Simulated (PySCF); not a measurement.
# S2F2 (Difluorodisulfane): levels of theory compared

We compute a comparison of 6 runs (B2PLYP/6-311+G**, PBE0/6-311+G**, TPSS/6-311+G**, r2SCAN/6-311+G**, revPBE/6-311+G**, SCS-MP2/6-311+G**) of S2F2 (Difluorodisulfane). Input form: a Python script.

Program for the calculation: PySCF 2.14.0.

1 further run of the same task is left out (set aside as unsound or not needed).

### 1 Starting point

S2F2 has 4 atoms, charge 0, and is taken as a singlet. As SMILES, `FSSF`. The shape is that of a PBE0-D4/def2-TZVP optimisation.

Bond lengths: F1–S2 1.631 Å, S2–S3 1.890 Å, S3–F4 1.631 Å. Angles: F1–S2–S3 108.6°, S2–S3–F4 108.6°.

### 2 The energy at B2PLYP/6-311+G(d,p) (run 1)

job.py

```python
# Difluorodisulfane
from pyscf import gto, dft, mp

mol = gto.Mole()
mol.atom = '''
F     -1.783750    -0.199930    -0.621590
S     -0.467670     0.764150    -0.632370
S      1.044990    -0.276390    -0.184720
F      1.206410    -0.287820     1.438680
'''
mol.spin = 0
mol.charge = 0
mol.basis = '6-311+g**'
mol.verbose = 3
mol.max_memory = 1860
mol.build()

mf = dft.RKS(mol)
mf.xc = '0.53*HF + 0.47*B88, 0.73*LYP'
mf.grids.level = 5
mf.conv_tol = 1e-10
mf.kernel()
if not mf.converged:
    mf = mf.newton().run(mf.mo_coeff, mf.mo_occ)

pt = mp.MP2(mf, frozen=12).run()
energy = mf.e_tot + 0.27 * pt.e_corr
print('PT2 part  %.8f' % (0.27 * pt.e_corr))
print('Final energy', energy)
```

On the command line:

```sh
$ OMP_NUM_THREADS=1 python job.py
```

What it wrote:

```text
converged SCF energy = -995.454336600594
E(RMP2) = -996.298084161533  E_corr = -0.84374756093884
E(SCS-RMP2) = -996.267538124152  E_corr = -0.813201523558123
PT2 part  -0.22781184
Final energy -995.6821484420476
```

Wall time 14 s (1 thread of Arm Neoverse V2, shared host); peak memory 0.54 GiB.

### 3 The energy at PBE0/6-311+G(d,p) (run 2)

input.py

```python
from pyscf import gto, dft

molecule = gto.Mole()
molecule.atom = [
    ('F', (-1.783750, -0.199930, -0.621590)),
    ('S', (-0.467670, 0.764150, -0.632370)),
    ('S', (1.044990, -0.276390, -0.184720)),
    ('F', (1.206410, -0.287820, 1.438680)),
]
molecule.max_memory = 1860
molecule.verbose = 3
molecule.basis = '6-311+g**'
molecule.build()

mf = dft.RKS(molecule)
mf.xc = 'pbe0'
mf.conv_tol = 1e-10
mf.grids.level = 5
mf.kernel()
if not mf.converged:
    mf = mf.newton().run(mf.mo_coeff, mf.mo_occ)

etot = mf.e_tot
print('E = %.10f Eh' % etot)
```

On the command line:

```sh
$ OMP_NUM_THREADS=1 python input.py
```

What it wrote:

```text
converged SCF energy = -995.628193656426
E = -995.6281936564 Eh
```

It took 14 s on 1 thread of Arm Neoverse V2, shared host; peak memory 0.54 GiB.

Run 3 isn't shown in full; the table further down has it.

### 4 The energy at r2SCAN/6-311+G(d,p) (run 4)

run.py

```python
from pyscf import gto, dft

molecule = gto.M(
    atom='''
F     -3.370799    -0.377813    -1.174635
S     -0.883768     1.444034    -1.195006
S      1.974745    -0.522301    -0.349070
F      2.279784    -0.543901     2.718711
''',
    max_memory=1860,
    basis='6-311+g**',
    verbose=3,
    unit='bohr',
)

mf = dft.RKS(molecule, xc='r2scan')
mf.grids.level = 5
mf.conv_tol = 1e-10
mf.kernel()
if not mf.converged:
    mf = mf.newton().run(mf.mo_coeff, mf.mo_occ)

etot = mf.e_tot
print('E = %.10f Eh' % etot)
```

On the command line:

```sh
$ OMP_NUM_THREADS=1 python run.py
```

What it wrote:

```text
converged SCF energy = -995.965247278552
E = -995.9652472786 Eh
```

Run time: 27 s. Hardware: 1 thread of Arm Neoverse V2, shared host; peak memory 0.59 GiB.

Run 5 isn't shown in full; the table further down has it.

### 5 A single-point energy at SCS-MP2/6-311+G(d,p) (run 6)

input.py

```python
from pyscf import gto, mp

system = gto.M(
    atom='''
F     -1.783750    -0.199930    -0.621590
S     -0.467670     0.764150    -0.632370
S      1.044990    -0.276390    -0.184720
F      1.206410    -0.287820     1.438680
''',
    max_memory=1860,
    basis='6-311+g**',
    charge=0,
    verbose=4,
)

mf = system.RHF()
mf.conv_tol = 1e-10
mf.kernel()
if not mf.converged:
    mf = mf.newton().run(mf.mo_coeff, mf.mo_occ)

pt = mp.MP2(mf, frozen=12).run()
etot = mf.e_tot + 1.2 * pt.e_corr_os + pt.e_corr_ss / 3
print(f'total energy: {etot:.8f} hartree')
```

On the command line:

```sh
$ OMP_NUM_THREADS=1 python input.py
```

What it wrote:

```text
PySCF version 2.14.0

[... 60 lines left out ...]
converged SCF energy = -993.925664701343
[... 1 line left out ...]
******** <class 'pyscf.mp.mp2.RMP2'> ********
nocc = 13, nmo = 92
frozen orbitals 12
E(RMP2) = -994.606457206766  E_corr = -0.680792505422544
E(SCS-RMP2) = -994.584036497076  E_corr = -0.658371795732707
E_corr(same-spin) = -0.182976012431937
E_corr(oppo-spin) = -0.497816492990607
total energy: -994.58403650 hartree
```

Run time: 2.3 s. Hardware: 1 thread of Arm Neoverse V2, shared host; peak memory 0.28 GiB.

### 6 Overview of the runs

```
run              level  frozen core orbitals  integration grid  energy (Eh)  dipole moment (D) of the reference  HOMO energy (eV)  LUMO energy (eV)  wall time
  1   B2PLYP/6-311+G**                    12                 5  -995.682148                                1.93             -9.87             -0.51       14 s
  2     PBE0/6-311+G**                     –                 5  -995.628194                                1.76             -8.71             -1.92       14 s
  3     TPSS/6-311+G**                     –                 5  -996.164356                                1.64             -7.46             -2.77       29 s
  4   r2SCAN/6-311+G**                     –                 5  -995.965247                                1.65             -7.65             -2.71       27 s
  5   revPBE/6-311+G**                     –                 5  -995.896632                                1.60             -7.31             -2.80       14 s
  6  SCS-MP2/6-311+G**                    12                 –  -994.584036                                2.05            -11.85              1.66      2.3 s
```

### 7 Results

```
                                           quantity          value
                                run 6: total energy  -994.58404 Eh
        run 6: dipole moment (Hartree–Fock density)         2.05 D
         run 6: HOMO energy (Hartree–Fock orbitals)      -11.85 eV
         run 6: LUMO energy (Hartree–Fock orbitals)        1.66 eV
       run 6: HOMO–LUMO gap (Hartree–Fock orbitals)       13.51 eV
run 6: correlation energy (12 core orbitals frozen)     -658.4 mEh
```

In words: Over runs 1, 2, 3, 4, 5 the dipole moment (its size) runs from 1.60 D (revPBE/6-311+G**) to 1.93 D (B2PLYP/6-311+G**). A double hybrid's value is that of its SCF part. Over runs 1, 2, 3, 4, 5 the HOMO–LUMO gap runs from 4.50 eV (revPBE/6-311+G**) to 9.35 eV (B2PLYP/6-311+G**). Totals of different functionals can't be ranked against each other. All runs together took 1.7 min, the longest 29 s.
